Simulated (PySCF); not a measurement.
Cartesian coordinates in Å; atom numbers follow the order of the lines, from 1:
```xyz
17

C    -2.545   -0.270    0.309
C    -1.239    0.429    0.650
C    -0.016   -0.236    0.034
C     1.298    0.457    0.370
C     2.513   -0.214   -0.250
H    -3.409    0.233    0.768
H    -2.713   -0.293   -0.780
H    -2.543   -1.315    0.661
H    -1.284    1.482    0.318
H    -1.115    0.468    1.747
H     0.032   -1.290    0.364
H    -0.136   -0.275   -1.065
H     1.246    1.510    0.039
H     1.415    0.497    1.468
H     2.440   -0.236   -1.349
H     3.445    0.310    0.011
H     2.611   -1.257    0.092
```

Geometry: PBE0-D3(BJ)/def2-SVP; GIAO shifts from PySCF 2.14.0 with density-fitted response routines, gas phase, non-relativistic, averaged over equivalent atoms.

At KT3/pcSseg-1 (145 basis functions, 17 s wall time on 1 thread of an x86-64 server CPU, shared host):
| atoms | δ (ppm) |
| --- | --- |
| C3 | 39.5 |
| C2/C4 | 29.4 |
| C1/C5 | 17.7 |
| H9/H10/H13/H14 | 1.25 |
| H11/H12 | 1.07 |
| H6/H7/H8/H15/H16/H17 | 1.01 |

Scale: 13C (σref 182.31) and 1H (σref 31.32) vs TMS (reference shieldings calculated alike).

Q: Predict the values at LDA/pcSseg-1 on the same geometry.

A: 
| atoms | δ at LDA/pcSseg-1 | change |
| --- | --- | --- |
| C3 | 41.7 | +2.2 |
| C2/C4 | 28.2 | -1.2 |
| C1/C5 | 15.7 | -2.0 |
| H9/H10/H13/H14 | 1.29 | +0.04 |
| H11/H12 | 1.11 | +0.04 |
| H6/H7/H8/H15/H16/H17 | 0.99 | -0.02 |

Chemical shifts δ = σref − σ; 13C (σ = 180.72 ppm), 1H (σ = 30.83 ppm) against TMS, all at this level.

The largest change is at C3 (sp3 CH2). Cost: 145 basis functions, 13 s wall time on 1 thread of an x86-64 server CPU, shared host. The order of the carbon signals is the same at both levels.
